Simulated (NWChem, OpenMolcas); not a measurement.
**How basis sets differ on PH2F (phosphinous fluoride(8ci,9ci))**

PH2F has 4 atoms, charge 0, and is taken as a singlet. As SMILES, `FP`. The shape is that of a GFN2-xTB optimisation.

Quantity: the dipole moment, in D. The values are calculated.

| level | kind | program | value (D) | CPU time |
| --- | --- | --- | --- | --- |
| HF/ANO-S-MB | Hartree–Fock | OpenMolcas | 1.72 | 1.7 s |
| HF/STO-3G | Hartree–Fock | NWChem | 1.02 | 0.77 s |
| HF/3-21G | Hartree–Fock | OpenMolcas | 2.12 | 3.4 s |
| HF/6-31G | Hartree–Fock | OpenMolcas | 2.56 | 3.5 s |
| HF/def2-SVP | Hartree–Fock | NWChem | 2.04 | 2.2 s |
| HF/cc-pVTZ | Hartree–Fock | NWChem | 1.76 | 31 s |

The values span 1.02 to 2.56 D. Sets without polarisation functions give poor dipoles. Times are those of the runs behind each value, whatever else they computed, on shared processors of several kinds: orders of magnitude only.
